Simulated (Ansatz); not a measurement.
Ansatz (a first-principles code) input (HF/6-31G*):

Ansatz 0.2 input:
```yaml
crystal:
  periodic: [false, false, false]
  atoms:
    - {symbol: C, position_ang: [0.04933589, 1.10113324, 0.29324735]}
    - {symbol: C, position_ang: [0.03538159, -1.10036563, 0.29810412]}
    - {symbol: C, position_ang: [0.82699837, -0.00622352, -0.44492009]}
    - {symbol: C, position_ang: [-0.68102785, 0.00351314, -0.36425321]}
    - {symbol: H, position_ang: [-0.00440781, 1.17709708, 1.38625408]}
    - {symbol: H, position_ang: [0.05852280, 2.08091114, -0.17734273]}
    - {symbol: H, position_ang: [-0.01929019, -1.17081895, 1.39143386]}
    - {symbol: H, position_ang: [0.03213441, -2.08224799, -0.16815830]}
    - {symbol: H, position_ang: [-1.45108722, 0.00671534, -1.12525588]}
basis:
  gaussian:
    orbitals: 6-31G*
hamiltonian:
  xc: {name: HF}
total_charge: -1
phonons: {temperatures: {t_min: 298.15, t_max: 298.15, t_step: 100}}
```

Problem. Which harmonic wavenumbers does it give?

Solution. 500, 689, 849, 861, 955, 1007, 1069, 1112, 1166, 1176, 1198, 1241, 1334, 1389, 1630, 1663, 3051, 3068, 3196, 3198, 3234 cm⁻¹ (unscaled; negative means imaginary).
